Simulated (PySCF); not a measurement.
Vertical excitations of a molecule C₃H₉N from TDDFT-LC-ωPBE/def2-SVPD run with PySCF, as energy in eV (oscillator strength): 6.53 (0.028), 7.73 (0.002), 7.73 (0.002), 8.36 (0.043), 8.44 (0.137), 8.56 (0.026), 8.56 (0.026), 9.42 (0.003), 9.53 (0.009), 9.53 (0.009). Lowest triplet (TDA): 6.31 eV. Geometry: B3LYP-D3(BJ)/def2-SVP. The values are those of a single conformer.

Q: Identify the compound among the candidates.
A. CN(C)C
B. CCNC
C. CCCN
D. CC(C)N

A: A, CN(C)C
